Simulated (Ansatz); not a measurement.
# BClH4: the cost of one run

Program: Ansatz 0.2.0. Level of theory: RKS PBE/def2-SVP. These are calculated values, not measurements.

1 further run of the same task is left out (it didn't finish).

## Step 1: The starting structure

Bond lengths: B1–Cl2 2.210 Å, B1–H3 1.190 Å, B1–H4 1.190 Å, Cl2–H6 1.516 Å. Angles: B1–Cl2–H6 56.2°, Cl2–B1–H3 120.0°, Cl2–B1–H4 120.0°, H3–B1–H4 120.0°.

Structure file:

```xyz
6

B     0.0000    0.0000    0.0000
Cl    0.0000    0.0000    2.2100
H     1.0305    0.0000   -0.5950
H    -1.0305    0.0000   -0.5950
H     0.0623   -1.4126    0.4698
H     0.0555   -1.2580    1.3665
```

## Step 2: Pulling towards end A

Springs on the bonds that form and break draw the guess towards this end; the thresholds are loose.

input.yaml reads:

```yaml
crystal:
  periodic: [false, false, false]
  atoms:
    - { symbol: B, position_ang: [0.0, 0.0, 0.0] }
    - { symbol: Cl, position_ang: [0.0, 0.0, 2.21] }
    - { symbol: H, position_ang: [1.0305, 0.0, -0.595] }
    - { symbol: H, position_ang: [-1.0305, 0.0, -0.595] }
    - { symbol: H, position_ang: [0.0623, -1.4126, 0.4698] }
    - { symbol: H, position_ang: [0.0555, -1.258, 1.3665] }
basis:
  gaussian: { orbitals: def2-SVP }
hamiltonian:
  xc: pbe
relax:
  f_tol: 0.15
  max_steps: 25
  restrain:
    - { distance: [0, 4], at: 2.39, k: 30.0 }
    - { distance: [5, 1], at: 2.57, k: 30.0 }
    - { distance: [0, 1], at: 1.86, k: 30.0 }
    - { distance: [5, 4], at: 0.66, k: 30.0 }
```

On the command line:

```sh
ansatz run input.yaml --threads 1 --pin off --max-ram 2048MiB --backend cpu --events-out ev --progress --plain --runs-dir out
```

Q: Estimate wall time and peak memory on 1 thread of Arm Neoverse V2, shared host.

About 6.7 s, with a peak of 0.1 GiB.
